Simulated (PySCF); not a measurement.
**Atomic charges by several schemes**

Species: CClF3.
SMILES with atom numbers: `[F:1][C:2]([F:3])([F:4])[Cl:5]`

Structure used (GFN2-xTB), in Å, numbered top down from 1:
```xyz
5
CClF3 angstrom
F     -0.493   -0.806   -0.967
C     -0.072    0.006   -0.012
F     -0.407    1.242   -0.344
F     -0.703   -0.307    1.107
Cl     1.685   -0.132    0.199
```

Density: PBE0/pcSseg-1 (PySCF); schemes: Mulliken, IAO, Hirshfeld and ESP-fitted. Isolated species at its GFN2-xTB geometry, gas phase.

Question: For which atoms does the sign change between the 4 schemes (beyond +0.03 e in one, beyond −0.03 e in another)?

Answer: For none.

Question: Which atoms carry the highest charge in the Mulliken, IAO, Hirshfeld and ESP-fitted schemes?

Answer: All schemes agree: Mulliken C2 (+0.763); IAO C2 (+0.790); Hirshfeld C2 (+0.281); ESP-fitted C2 (+0.158).

Question: At which atom do the 4 schemes differ most?

Answer: At C2: from +0.158 (ESP-fitted) to +0.790 e (IAO), 0.632 e apart.

Question: What partial charge does each atom carry?

Answer: In e:

```json
{"atom": "F1", "environment": "fluorine of a CF3 group", "Mulliken": "-0.226", "IAO": "-0.251", "Hirshfeld": "-0.079", "ESP-fitted": "-0.048"}
{"atom": "C2", "environment": "CF3 carbon", "Mulliken": "+0.763", "IAO": "+0.790", "Hirshfeld": "+0.281", "ESP-fitted": "+0.158"}
{"atom": "F3", "environment": "fluorine of a CF3 group", "Mulliken": "-0.226", "IAO": "-0.251", "Hirshfeld": "-0.079", "ESP-fitted": "-0.049"}
{"atom": "F4", "environment": "fluorine of a CF3 group", "Mulliken": "-0.226", "IAO": "-0.251", "Hirshfeld": "-0.078", "ESP-fitted": "-0.048"}
{"atom": "Cl5", "environment": "chlorine on a fluorinated carbon", "Mulliken": "-0.086", "IAO": "-0.038", "Hirshfeld": "-0.045", "ESP-fitted": "-0.013"}
```

Mean size of the charges over all atoms: IAO 0.316 e, Mulliken 0.305 e, Hirshfeld 0.112 e, ESP-fitted 0.063 e. Each set sums to the total charge, 0, to within 0.001 e. The ESP scheme fits charges at the nuclei, held to the total charge, to the electrostatic potential on points at 1.4 to 2.0 times the van der Waals radii.

Question: How many electrons does the Mulliken scheme count on F4?

Answer: Z − q = 9 − (-0.226) = 9.226.

Question: Sum the charges by element, for elements with more than one atom.

Answer: 
```csv
element,atoms,Mulliken,IAO,Hirshfeld,ESP-fitted
F,3,-0.676,-0.752,-0.236,-0.145
```
